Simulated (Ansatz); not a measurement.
**HF/3-21G run of SiH4O (silanol)**

Aim: the energy change on altering one bond length of SiH4O (silanol) at HF/3-21G, from 2 runs. 

The calculation is run with Ansatz 0.2.0.

47 further runs of the same task are left out: 47 set aside as unsound or not needed.

### 1 The structure to begin with

SiH4O has 6 atoms, charge 0, and is taken as a singlet. SMILES: `O[SiH3]`. Geometry: relaxed at PBE0-D4/def2-TZVP.

Bond lengths: O1–Si2 1.648 Å, O1–H3 0.957 Å, Si2–H4 1.489 Å, Si2–H5 1.481 Å, Si2–H6 1.489 Å. Angles: O1–Si2–H4 111.7°, O1–Si2–H5 105.9°, O1–Si2–H6 111.7°, Si2–O1–H3 117.9°, H4–Si2–H5 109.9°, H4–Si2–H6 107.9°, H5–Si2–H6 109.9°.

### 2 The energy at HF/3-21G

in.yaml reads:

```yaml
crystal:
  periodic: [false, false, false]
  atoms:
    - symbol: O
      position_ang: [0.636700, -1.030300, 0.419000]
    - symbol: Si
      position_ang: [-0.035700, 0.346500, -0.187000]
    - symbol: H
      position_ang: [0.069100, -1.629200, 0.904700]
    - symbol: H
      position_ang: [-1.128300, 0.045700, -1.152800]
    - symbol: H
      position_ang: [1.060500, 1.064900, -0.875600]
    - symbol: H
      position_ang: [-0.602300, 1.202400, 0.891700]
basis:
  gaussian:
    orbitals: 3-21G.json
hamiltonian:
  xc: hf
accuracy: high
output: {orbitals: {seedname: orbitals}}
```

The basis set 3-21G is read from a file made from the Basis Set Exchange's data (not shown).

Started as:

```
$ ansatz run in.yaml --threads 1 --pin off --max-ram 3480MiB --events-out events.jsonl --progress --plain --runs-dir runs
```

The program printed:

```text
Warning: RAYON_NUM_THREADS=1 ignored (pool sized by the plan → 1); use --threads N
Functional definition: HF
  name "HF"
  exchange = exact_x
  correlation = 0
630 factors; integrals over basis functions are off by at most 4.0e-9 eV
mean field evaluation 1: about -9908.2165 eV, gradient 2.9e1 eV
mean field evaluation 2: about -9908.2172 eV, gradient 2.9e1 eV
mean field evaluation 4: about -9909.7881 eV, gradient 1.4e0 eV
mean field evaluation 8: about -9909.7957 eV, gradient 3.2e-4 eV
mean field -9909.79574738 eV, -364.1782766154 hartree, gradient 1.5e-8 eV, S^2 0.000000; 0 other end points of the search recorded, 0 dependent functions left out
reference -9909.79574738 eV, -364.1782766154 hartree; 13, 13 occupied and 17, 17 virtual orbitals, 630 factors
Total energy: -9909.79574738 eV, -364.1782766154 hartree
```

Run time: 0.18 s. Hardware: 1 thread of Arm Neoverse V1, shared host.

### 3 The distorted shape at the same level

molecule.yaml reads:

```yaml
crystal:
  periodic: [false, false, false]
  atoms:
    - {symbol: O, position_ang: [1.317795, -0.311646, -0.163819]}
    - {symbol: Si, position_ang: [0.645395, 1.065154, -0.769819]}
    - {symbol: H, position_ang: [0.069100, -1.629200, 0.904700]}
    - {symbol: H, position_ang: [-0.447205, 0.764354, -1.735619]}
    - {symbol: H, position_ang: [1.741595, 1.783554, -1.458419]}
    - {symbol: H, position_ang: [0.078795, 1.921054, 0.308881]}
basis:
  gaussian:
    orbitals: 3-21G.json
hamiltonian:
  xc: hf
accuracy: high
output: {orbitals: {seedname: orbitals}}
```

The basis set 3-21G is read from a file made from the Basis Set Exchange's data (not shown).

Started as:

```
$ ansatz run molecule.yaml --threads 1 --pin off --max-ram 3480MiB --events-out events.jsonl --progress --plain --runs-dir runs
```

The program printed:

```text
Warning: RAYON_NUM_THREADS=1 ignored (pool sized by the plan → 1); use --threads N
[... 4 set-up lines as earlier in the session ...]
625 factors; integrals over basis functions are off by at most 5.7e-9 eV
mean field evaluation 1: about -9897.4641 eV, gradient 4.3e1 eV
mean field evaluation 2: about -9897.4657 eV, gradient 4.3e1 eV
mean field evaluation 4: about -9903.1411 eV, gradient 5.3e0 eV
mean field evaluation 8: about -9903.2805 eV, gradient 6.1e-1 eV
mean field evaluation 16: about -9882.5184 eV, gradient 6.6e1 eV
mean field evaluation 32: about -9903.2806 eV, gradient 5.8e-1 eV
mean field -9903.28217011 eV, -363.9389070658 hartree, gradient 6.4e-8 eV, S^2 0.000000; 0 other end points of the search recorded, 0 dependent functions left out
reference -9903.28217011 eV, -363.9389070658 hartree; 13, 13 occupied and 17, 17 virtual orbitals, 625 factors
Total energy: -9903.28217011 eV, -363.9389070658 hartree
```

Wall time 0.22 s (1 thread of Arm Neoverse V1, shared host).

### 4 Outcome

At HF/3-21G:

```
                                                         quantity          value
                                        first shape: total energy  -364.17828 Eh
                                         first shape: HOMO energy      -12.11 eV
                                         first shape: LUMO energy        4.28 eV
                                       first shape: HOMO–LUMO gap       16.40 eV
                                    distorted shape: total energy  -363.93891 Eh
                                     distorted shape: HOMO energy      -10.59 eV
                                     distorted shape: LUMO energy       -1.13 eV
                                   distorted shape: HOMO–LUMO gap        9.46 eV
energy change with the O1–H3 bond stretched from 0.957 to 2.106 Å       6.514 eV
```

In words: One bond (distorted shape) is far stretched, which a spin-restricted single reference describes badly; a broken-symmetry solution may lie lower. With the O1–H3 bond stretched from 0.957 to 2.106 Å the energy rises by 6.51 eV (628 kJ/mol). The first shape isn't relaxed at this level, so the change isn't measured from a minimum. A restricted reference can't describe the breaking bond well at this length.
